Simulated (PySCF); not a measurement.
## Gas-phase thermal properties of FO

Energies from PySCF (xtb for GFN2), thermal terms from the rigid-rotor harmonic-oscillator model, ideal gas at 1 bar. 'Table' is the NASA 1993 thermochemical table (part measured, part estimated). 6-31G* has spherical d functions here. Open shells (unrestricted): FO (multiplicity 2, electronic degeneracy 4). GFN2 has no spin-polarisation term. Spin-orbit splitting is ignored; it lowers the true energy and changes the entropy of FO. B3LYP is the form with VWN-RPA correlation. The harmonic model lacks anharmonicity and excited electronic states, which grow with temperature; levels with a mode under 35 cm⁻¹ are left out. The table's entry may be an old estimate for FO (not checked at source).

```json
[
 {"level": "table", "point group": "-", "σ": "-", "ZPE (kJ/mol)": "-", "S°298 (J/mol/K)": "216.7", "Cp298 (J/mol/K)": "30.6", "S°1000 (J/mol/K)": "257.7", "H1000 − H298 (kJ/mol)": "24.2"},
 {"level": "B3LYP/6-31G*", "point group": "C∞v", "σ": "1", "ZPE (kJ/mol)": "6.7", "S°298 (J/mol/K)": "217.2", "Cp298 (J/mol/K)": "30.2", "S°1000 (J/mol/K)": "257.3", "H1000 − H298 (kJ/mol)": "23.7"},
 {"level": "GFN2-xTB", "point group": "C∞v", "σ": "1", "ZPE (kJ/mol)": "6.9", "S°298 (J/mol/K)": "216.4", "Cp298 (J/mol/K)": "30.1", "S°1000 (J/mol/K)": "256.4", "H1000 − H298 (kJ/mol)": "23.6"},
 {"level": "HF/6-31G*", "point group": "C∞v", "σ": "1", "ZPE (kJ/mol)": "7.0", "S°298 (J/mol/K)": "216.8", "Cp298 (J/mol/K)": "30.1", "S°1000 (J/mol/K)": "256.7", "H1000 − H298 (kJ/mol)": "23.6"},
 {"level": "PBE/def2-SVP", "point group": "C∞v", "σ": "1", "ZPE (kJ/mol)": "6.6", "S°298 (J/mol/K)": "217.1", "Cp298 (J/mol/K)": "30.3", "S°1000 (J/mol/K)": "257.4", "H1000 − H298 (kJ/mol)": "23.8"},
 {"level": "PBE0/def2-TZVP", "point group": "C∞v", "σ": "1", "ZPE (kJ/mol)": "7.0", "S°298 (J/mol/K)": "216.8", "Cp298 (J/mol/K)": "30.0", "S°1000 (J/mol/K)": "256.7", "H1000 − H298 (kJ/mol)": "23.6"}
]
```
σ: rotational symmetry number. Electronic degeneracy used: 4. Frequencies are unscaled.
